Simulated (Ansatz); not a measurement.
`C[Si]S` + NH₃ → `C[Si]N` + H₂S at 500 K and 1 bar (ligand exchange at the Si–S bond).

Gas-phase electronic energies from Ansatz, PBE0-D4/def2-TZVP geometries. CBS: MP2 limit from def2 TZ/QZ plus the TZ coupled-cluster correction, frozen cores. This one scheme is used for every species. Each species was taken in one conformer, which may not be the lowest.

| species | CCSD(T)/CBS energy (Eh) | H − E (kJ/mol) | S (J/(mol·K)) |
| --- | --- | --- | --- |
| `C[Si]S` | -727.30578 | 153.9 | 348.7 |
| NH₃ | -56.50880 | 108.2 | 211.8 |
| `C[Si]N` | -384.84019 | 197.4 | 342.6 |
| H₂S | -398.97279 | 57.0 | 224.0 |

H − E and S are ideal-gas, rigid-rotor, harmonic terms from PBE0-D4/def2-TZVP, for one conformer and one mirror image of each species. 1 Eh = 2625.50 kJ/mol, R = 8.31446 J/(mol·K).

Task: By hand: ΔE, ΔH, ΔS and ΔG.

Result: ΔE = (-384.84019) + (-398.97279) − (-727.30578) − (-56.50880) = 0.00160 Eh = 4.2 kJ/mol. Δ(H − E) = 197.4 + 57.0 − 153.9 − 108.2 = -7.7, so ΔH = -3.5 kJ/mol. ΔS = 342.6 + 224.0 − 348.7 − 211.8 = 6.1 J/(mol·K). ΔG = -3.5 − 500 × (6.1)/1000 = -6.5 kJ/mol.

Task: By hand: the equilibrium constant, and the temperature at which ΔG would vanish if ΔH and ΔS stayed fixed.

Result: log₁₀ K = −ΔG/(RT ln 10) = 0.7. ΔH and −TΔS have one sign here, so there is no such temperature.

TΔS isn't small against ΔH here. A doubt of 5 kJ/mol in ΔE shifts log₁₀ K by 0.5 here. Other conformers and mirror images would add mixing entropy, several J/(mol·K) or more a flexible species. Modes under 60 cm⁻¹, often nearly free rotors, make the harmonic entropy too high. These are equilibria of isolated gas molecules and say nothing of rates. Largest T1 diagnostic: 0.014 (customary marks: 0.02 for closed shells, 0.045 for open ones).

ΔS is within the doubt of such terms, so its sign, and with it that verdict, could turn.
